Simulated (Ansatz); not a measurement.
bcc Ta, treated with revPBE (PAW; Ansatz, a program for electronic structure).

Run with plane-wave cutoff 520 eV, 24×24×24 k mesh, Fermi–Dirac smearing 0.05 eV, scalar-relativistic PAW data made under PBE.

The volume scan:

```json
[
 {"V (Å³/atom)": "17.404", "E − E_lowest (meV/atom)": "43.43", "P (GPa)": "13.15"},
 {"V (Å³/atom)": "17.774", "E − E_lowest (meV/atom)": "18.69", "P (GPa)": "8.34"},
 {"V (Å³/atom)": "18.145", "E − E_lowest (meV/atom)": "4.54", "P (GPa)": "3.98"},
 {"V (Å³/atom)": "18.515", "E − E_lowest (meV/atom)": "0.00", "P (GPa)": "0.02"},
 {"V (Å³/atom)": "18.885", "E − E_lowest (meV/atom)": "4.18", "P (GPa)": "-3.57"},
 {"V (Å³/atom)": "19.256", "E − E_lowest (meV/atom)": "16.27", "P (GPa)": "-6.84"},
 {"V (Å³/atom)": "19.626", "E − E_lowest (meV/atom)": "35.56", "P (GPa)": "-9.80"}
]
```

Q: Estimate the bulk modulus from the pressures at 18.145 and 18.885 Å³/atom, and compare it with a fit to all energies.

A: B = −V dP/dV. Between V = 18.145 and 18.885 Å³/atom, dP/dV = (-3.57 − (3.98))/(18.885 − 18.145) = -10.2 GPa per Å³/atom; at the midpoint 18.515 Å³/atom this gives B ≈ 189 GPa. The third-order Birch–Murnaghan fit gives V0 = 18.517 Å³/atom, B0 = 188 GPa, B′ = 3.8, which lies within 1 % of that estimate.

Measured, for comparison: bulk modulus 198 GPa (corrected for temperature and zero-point phonon effects, our sources range from 194 to 203; as tabulated in Levämäki et al. (2014), arXiv:1402.3671); equilibrium volume per atom 17.95 Å³/atom (static lattice: zero-point anharmonic expansion removed; as tabulated in Mejia-Rodriguez and Trickey (2018), arXiv:1807.09216). Computed (rounded) less measured: bulk modulus -5 % (-3 % to -7 % over the range), equilibrium volume per atom +3.2 %.

Spin–orbit coupling is not included.

The computed numbers hold no vibrational or temperature effects.

Computing time: about 70 core-seconds (a rough figure).
